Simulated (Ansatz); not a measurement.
The first iterations of a band of AlH6NO (9 atoms, charge 0, multiplicity 1).

The calculation used RKS PBE-D4/6-31G* (Ansatz 0.2.0).

```yaml
movable_images: 9
climbing_image: yes
spring: 5.0 eV/Å²
optimiser: quadratic models (default)
start_path: straight line
force_threshold: 0.03 eV/Å
iteration_limit: 60
end_points: relaxed
```

First end point:

```xyz
9
Properties=species:S:1:pos:R:3
Al -0.007 0.148 0.203
N -0.010 0.051 2.094
H -0.776 -0.436 2.567
H 0.856 -0.167 2.595
H 1.417 -0.003 -0.515
H -1.405 -0.287 -0.471
O -0.263 2.098 0.656
H -1.172 2.416 0.474
H -0.265 1.657 1.618
```

Last end point:

```xyz
9
Properties=species:S:1:pos:R:3
Al -0.140 0.422 0.114
N 0.031 0.226 2.176
H -0.739 -0.297 2.610
H 0.919 -0.178 2.497
H 1.339 -0.049 -0.338
H -1.414 -0.517 -0.243
O -0.433 2.161 0.219
H -1.167 2.509 -0.317
H -0.022 1.201 2.502
```

| iteration | highest image above the first end (eV) | largest band force component (eV/Å) |
| --- | --- | --- |
| 1 | 0.298 | 2.904 |
| 2 | 0.015 | 1.742 |
| 3 | 0.002 | 3.868 |

Q: Does the band converge within its limit, and where does its top end?

A: It converged. It ended after 10 iterations with the highest image 0.002 eV above the first end. The top lies less than 8 meV above the higher end, about what the thresholds resolve: that end is a shoulder or a very shallow well. Another band between the same ends (9 images) ends at a top of the same energy, where a vibrational analysis finds 1 clearly imaginary mode. The orbitals stay closed-shell, which can raise the energy where a bond breaks towards radicals; this wasn't checked here.

Run time: 2.2 min on 1 thread of Arm Neoverse V2 (shared host), peak memory 0.12 GiB.
